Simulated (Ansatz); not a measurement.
Born–Oppenheimer molecular dynamics of H₃MgNO (6 atoms, charge 0, multiplicity 1). It starts from a relaxed structure.

Method: Ansatz, RKS r2SCAN/def2-SVP.

```
ensemble        : NVT, Nosé–Hoover chain
time step       : 1 fs
steps asked     : 250
set temperature : 500 K
thermostat      : time constant 1 fs, chain length 1
seed            : 451559
```

First frame:

```xyz
6
Properties=species:S:1:pos:R:3
N -1.081 0.326 -0.968
Mg 0.300 -0.106 0.249
O 1.592 -0.513 1.385
H -0.971 0.645 -1.928
H -2.083 0.285 -0.795
H 2.285 -0.702 2.010
```

Task: What does the run give?

Result: All steps were run.

```json
{"steps done": "250", "time covered": "250 fs", "mean temperature over the second half": "499 K", "spread of the potential energy over the second half": "16.5 meV per atom", "mean potential energy of the second half above the start": "38.6 meV per atom"}
```

The conserved energy wandered by up to 5.3 meV per atom (net 0.9 meV per atom), which is poor conservation. A run of 0.25 ps of so small a system gives no equilibrium averages.

Task: What happens to the structure?

Result: The same pairs are bonded in the first frame and the last. Pairs count as bonded within 1.25 times the sum of covalent radii (0.12 Å more for H–H). Another seed would give other details.

Task: How do temperature and energy run in time?

Result: 
```json
{"time (fs)": "0", "T (K)": "500", "potential energy less start (eV)": "0.000", "conserved less start (meV/atom)": "0.00"}
{"time (fs)": "22", "T (K)": "618", "potential energy less start (eV)": "0.368", "conserved less start (meV/atom)": "2.50"}
{"time (fs)": "44", "T (K)": "902", "potential energy less start (eV)": "0.158", "conserved less start (meV/atom)": "0.32"}
{"time (fs)": "66", "T (K)": "396", "potential energy less start (eV)": "0.304", "conserved less start (meV/atom)": "0.86"}
{"time (fs)": "88", "T (K)": "504", "potential energy less start (eV)": "0.143", "conserved less start (meV/atom)": "0.56"}
{"time (fs)": "110", "T (K)": "863", "potential energy less start (eV)": "0.300", "conserved less start (meV/atom)": "1.04"}
{"time (fs)": "132", "T (K)": "526", "potential energy less start (eV)": "0.255", "conserved less start (meV/atom)": "1.19"}
{"time (fs)": "154", "T (K)": "563", "potential energy less start (eV)": "0.218", "conserved less start (meV/atom)": "-0.05"}
{"time (fs)": "176", "T (K)": "470", "potential energy less start (eV)": "0.468", "conserved less start (meV/atom)": "2.79"}
{"time (fs)": "198", "T (K)": "813", "potential energy less start (eV)": "0.286", "conserved less start (meV/atom)": "1.85"}
{"time (fs)": "220", "T (K)": "268", "potential energy less start (eV)": "0.257", "conserved less start (meV/atom)": "0.96"}
{"time (fs)": "242", "T (K)": "533", "potential energy less start (eV)": "0.174", "conserved less start (meV/atom)": "0.35"}
```

Run time: 5.3 min on 2 threads of Arm Neoverse N1, with other jobs on the host, peak memory 0.1 GiB.
